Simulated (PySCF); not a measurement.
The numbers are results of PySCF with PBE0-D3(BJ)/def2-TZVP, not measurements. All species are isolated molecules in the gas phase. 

Reference species (SMILES): `C=[SiH]` (neutral, multiplicity 2).

The dipole moment is 0.63 D.

Changed species: `[CH3]` (radical fragment; the reference has radical fragment).

Give the shifts of the dipole moment.

the dipole moment drops by 0.63 D, to 0.00 D.
